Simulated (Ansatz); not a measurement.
`FC1C=NC1` and `C1=NCC1` differ in one atom or group.

Ansatz, PBE0-D4/def2-TZVP geometries, multiplicity 1. 

| property | `FC1C=NC1` |
| --- | --- |
| ideal-gas entropy at 298 K and 1 bar (rigid rotor, harmonic PBE0-D4/def2-TZVP) / J/(mol·K) | 285 |
| size of the dipole moment (B3LYP/def2-TZVPP) / D | 1.37 |
| HOMO–LUMO gap (ωB97M-V/def2-TZVPP) / eV | 11.69 |
| LUMO energy (PBE/def2-TZVPP) / eV | -2.00 |
| HOMO energy (PBE0/def2-TZVPP) / eV | -7.87 |
| zero-point energy (PBE0-D4/def2-TZVP) / kJ/mol | 178.7 |

Give the same properties after the change, and the shifts. (An estimate is asked.)

Ansatz gave: 
```
                                                                                  property  `C1=NCC1`  shift
ideal-gas entropy at 298 K and 1 bar (rigid rotor, harmonic PBE0-D4/def2-TZVP) / J/(mol·K)        265    -20
                                          size of the dipole moment (B3LYP/def2-TZVPP) / D       2.38   1.01
                                                   HOMO–LUMO gap (ωB97M-V/def2-TZVPP) / eV      12.04   0.35
                                                         LUMO energy (PBE/def2-TZVPP) / eV      -1.25   0.75
                                                        HOMO energy (PBE0/def2-TZVPP) / eV      -7.47   0.40
                                            zero-point energy (PBE0-D4/def2-TZVP) / kJ/mol      197.8   19.1
```

With PBE0 the HOMO rises by 0.40 eV and the LUMO rises by 0.74 eV, so the gap widens by about 0.34 eV. PBE moves the HOMO by 0.36 eV and ωB97M-V by 0.39 eV. Dipoles are sizes alone; their direction can turn.

B3LYP here is the variant with VWN-RPA as its local correlation; programs differ in this.
